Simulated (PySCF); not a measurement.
Energy of S (sulfur, neutral) between two integer charges

The 3p beta orbital of [Ne] 3s2 3p4 is emptied in steps (occupation f), with all orbitals relaxed, ending at [Ne] 3s2 3p3. Calculation: PySCF 2.14, in jorge-DZP-DKH; scalar relativity by spin-free X2C-1e. The exact energy is a straight line in f; departures are measured from the line between the end points of the same method.

Question: Among UHF, LDA, PBE, PBE0, r2SCAN, LC-wPBE, BHandHLYP, wB97X, B3LYP, TPSS, which shows the largest delocalisation error (convex curve), and which is closest to linear?

Answer: Most convex: LDA (-1.099 eV at f = 0.4); closest to linear: LC-wPBE (-0.065 eV).

| f | UHF (eV) | LDA (eV) | PBE (eV) | PBE0 (eV) | r2SCAN (eV) | LC-wPBE (eV) | BHandHLYP (eV) | wB97X (eV) | B3LYP (eV) | TPSS (eV) |
| --- | --- | --- | --- | --- | --- | --- | --- | --- | --- | --- |
| 1 | 0.000 | 0.000 | 0.000 | 0.000 | 0.000 | 0.000 | 0.000 | 0.000 | 0.000 | 0.000 |
| 0.8 | 0.148 | -0.732 | -0.710 | -0.498 | -0.651 | -0.050 | -0.309 | -0.117 | -0.561 | -0.681 |
| 0.6 | 0.215 | -1.099 | -1.062 | -0.743 | -0.966 | -0.071 | -0.467 | -0.177 | -0.842 | -1.018 |
| 0.4 | 0.208 | -1.099 | -1.057 | -0.738 | -0.954 | -0.065 | -0.470 | -0.179 | -0.843 | -1.012 |
| 0.2 | 0.135 | -0.733 | -0.700 | -0.487 | -0.627 | -0.039 | -0.317 | -0.123 | -0.562 | -0.670 |
| 0 | 0.000 | 0.000 | 0.000 | 0.000 | 0.000 | 0.000 | 0.000 | 0.000 | 0.000 | 0.000 |

| method | E(f=0) − E(f=1) (eV) | −ε at f=1 (eV) | −ε at f=0.4 (eV) |
| --- | --- | --- | --- |
| UHF | 9.161 | 10.115 | 8.956 |
| LDA | 10.520 | 5.954 | 11.436 |
| PBE | 10.358 | 5.916 | 11.268 |
| PBE0 | 10.343 | 7.221 | 10.988 |
| r2SCAN | 10.318 | 6.216 | 11.176 |
| LC-wPBE | 10.449 | 10.121 | 10.534 |
| BHandHLYP | 10.311 | 8.389 | 10.683 |
| wB97X | 10.406 | 9.675 | 10.536 |
| B3LYP | 10.500 | 6.997 | 11.201 |
| TPSS | 10.392 | 6.123 | 11.270 |

Reference removal energy between the ground levels: 10.360 eV (measured; NIST Atomic Spectra Database, ionization energies). The calculation has no spin-orbit coupling. UHF lacks correlation.
